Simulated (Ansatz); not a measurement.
# AlB (singlet): wave-function methods side by side at distance B1–Al2 = 2.828 Å, cc-pVDZ

How much of the correlation energy of AlB (singlet) does each wave-function method recover here?

Method: cc-pVDZ, core rule «outside noble gas», up to 6 orbitals frozen; program: Ansatz 0.2.0, Gaussian basis.

Plan: UHF; CCSD(T) on RHF; CCSD(T) on UHF; BCCD(T) on RHF; CISD; CCSDT(Q) on RHF; CCSDT(Q) on UHF; CCSDTQ on RHF; CASSCF and MRCISD+Q, 2 electrons in 2 orbitals; CASSCF and NEVPT2, 2 electrons in 2 orbitals; CASSCF and MRCISD+Q, 6 electrons in 8 orbitals; CASSCF and NEVPT2, 6 electrons in 8 orbitals; Full CI.

19 further runs of the same task are left out: 1 for a known fault of the program, 13 that didn't finish, 5 set aside as unsound or not needed.

**1. What is computed**

The geometry derives from a PBE0/def2-TZVP stationary point (not a proven minimum). One bond is set to the value named and the two fragments are kept rigid.

2 atoms, charge 0, spin multiplicity 1.

Atoms are counted from 1 here; the program's logs count them from 0.

No contacts short enough for the rule that draws bonds.

**2. UHF**

in.yaml

```yaml
crystal:
  periodic: [false, false, false]
  atoms:
    - {symbol: B, position_ang: [0.000000, 0.000000, 0.000000]}
    - {symbol: Al, position_ang: [0.000000, 0.000000, 2.828000]}
basis:
  gaussian: {orbitals: cc-pVDZ}
magnetization: {spin_polarized: true, initial_magnetization: 0}
hamiltonian: {xc: hf}
output: {orbitals: {seedname: orbitals}}
```

Command:

```
$ ansatz run in.yaml --threads 1 --pin off --events-out ev --progress --plain --max-ram 2393MiB
```

Further steps of the session: CCSD(T) on RHF; CCSD(T) on UHF; BCCD(T) on RHF; CISD; CCSDT(Q) on RHF; CCSDT(Q) on UHF; CCSDTQ on RHF; CASSCF and MRCISD+Q, 2 electrons in 2 orbitals; CASSCF and NEVPT2, 2 electrons in 2 orbitals; CASSCF and MRCISD+Q, 6 electrons in 8 orbitals; CASSCF and NEVPT2, 6 electrons in 8 orbitals; Full CI.

**Question.** What will the summary of the whole plan be? Wanted: FCI below the RHF energy; RMP2 from FCI; RCCSD from FCI; RCCSD(T) from FCI; RCCSDT(Q) from FCI; NEVPT2 pair from FCI; MRCISD+Q pair from FCI; NEVPT2 valence from FCI; T1 diagnostic.

**Answer**, as computed:

| quantity | value |
| --- | --- |
| FCI below the RHF energy | -3.9196 eV |
| RMP2 from FCI | +131.7 kJ/mol |
| RCCSD from FCI | +17.6 kJ/mol |
| RCCSD(T) from FCI | +5.7 kJ/mol |
| RCCSDT(Q) from FCI | +0.7 kJ/mol |
| NEVPT2 pair from FCI | +113.1 kJ/mol |
| MRCISD+Q pair from FCI | -6.5 kJ/mol |
| NEVPT2 valence from FCI | +53.9 kJ/mol |
| levels within 1 kcal/mol (43 meV) | RCCSDT, RCCSDT(Q), RCCSDTQ |
| T1 diagnostic | 0.022 |
| effectively unpaired electrons | 0.44 |

**Reading.** RCCSD(T) lands +5.7 kJ/mol from the yardstick (1.5 % of the correlation energy). MRCISD+Q pair falls below full CI: the +Q correction isn't variational, and the cores differ from full CI's. The occupations show some static correlation. Of the multireference levels listed MRCISD+Q pair comes nearest in total energy (-6.5 kJ/mol), which doesn't show that its space is the better one. These misses are within one basis, not against nature.
